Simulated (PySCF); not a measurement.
Species: C6H5 (doublet state).
Numbering: `[CH2:1]=[C:2]1[C:3]=[CH:4][C:5]1=[CH2:6]` (hydrogens: H7, H8 on C1; H9 on C4; H10, H11 on C6)

Theory: UHF, IGLO-III on C, pcH-1 on H, non-relativistic, mean-field spin-orbit, GIAO in PySCF. Isolated species at its PBE0-D3(BJ)/def2-SVP geometry, gas phase.

Output of the driver script (its header reads UKS for Hartree–Fock too). Atoms in this output count from 0.

```
UKS, final grid
  cycle   1  E = -229.90591388  |g| = 3.36e-01
  cycle   2  E = -229.99301644  |g| = 1.63e-01
  cycle   3  E = -230.00891530  |g| = 7.70e-02
  cycle   4  E = -230.01485671  |g| = 2.62e-02
  cycle   5  E = -230.01609165  |g| = 1.68e-02
  cycle   6  E = -230.01712896  |g| = 1.33e-02
  cycle   7  E = -230.01788541  |g| = 1.32e-02
  cycle   8  E = -230.01808540  |g| = 1.33e-02
  cycle   9  E = -230.01678538  |g| = 1.23e-02
  cycle  10  E = -230.01487472  |g| = 9.41e-03
  cycle  11  E = -230.01452755  |g| = 7.39e-03
  cycle  12  E = -230.01445466  |g| = 5.77e-03
  cycle  13  E = -230.01445629  |g| = 4.19e-03
  cycle  14  E = -230.01450221  |g| = 2.45e-03
  cycle  15  E = -230.01450679  |g| = 1.87e-03
  cycle  16  E = -230.01451581  |g| = 1.44e-03
  cycle  17  E = -230.01452813  |g| = 1.16e-03
  cycle  18  E = -230.01454080  |g| = 9.49e-04
  cycle  19  E = -230.01455293  |g| = 6.65e-04
  cycle  20  E = -230.01456079  |g| = 3.22e-04
  cycle  21  E = -230.01456184  |g| = 1.38e-04
  cycle  22  E = -230.01456188  |g| = 8.77e-05
  cycle  23  E = -230.01456190  |g| = 7.79e-05
  cycle  24  E = -230.01456192  |g| = 7.68e-05
  cycle  25  E = -230.01456193  |g| = 7.74e-05
  cycle  26  E = -230.01456189  |g| = 7.36e-05
  cycle  27  E = -230.01456171  |g| = 4.80e-05
  cycle  28  E = -230.01456162  |g| = 2.61e-05
  cycle  29  E = -230.01456161  |g| = 2.06e-05
  cycle  30  E = -230.01456161  |g| = 1.80e-05
E = -230.01456161 Eh   <S^2> = 0.9538 (exact 0.7500)
g shifts (ppm)      1          2          3
  rmc          -170       -170       -170
  gc             25          7         -6
  oz_so        -698        -23        500
  total        -843       -187        324
hyperfine (MHz)  atom isotope    a_iso     a_fc   dipolar eigenvalues
    0   13C     -88.86     -88.86    -60.43     27.90     32.53
    1   13C     137.14     137.14    -36.56     -5.03     41.59
    2   13C     427.49     427.49    -94.78    -58.09    152.87
    3   13C      79.71      79.71    -22.97     -0.16     23.12
    4   13C      20.64      20.64    -31.30      6.87     24.44
    5   13C      83.48      83.48    -17.00    -10.10     27.11
    6    1H      53.09      53.09    -15.31     -2.03     17.35
    7    1H      57.36      57.36    -18.34     -2.74     21.07
    8    1H     -28.49     -28.49    -11.94     -6.43     18.37
    9    1H     -28.38     -28.38     -8.72     -2.03     10.75
   10    1H     -29.15     -29.15     -7.66     -2.18      9.84
```

Problem. The SCF converged. Why should these EPR parameters still be doubted?

Solution. ⟨S²⟩ = 0.954 is 27 % above the exact 0.750: the determinant holds components of higher spin, so its spin density, and the couplings taken from it, aren't those of a pure doublet state. Most negative Mulliken spin populations: C1 (-0.55) and C5 (-0.26), with atoms counted from 1. At the same geometry and basis B3LYP gives ⟨S²⟩ = 0.762, g_iso = 2.0021 (here 2.0021) and a(13C, atom 1 as the log counts) = 32.9 MHz (here 137.1, class means).

Time: 34 s. Hardware: an Arm Neoverse V1 with one thread, shared host.
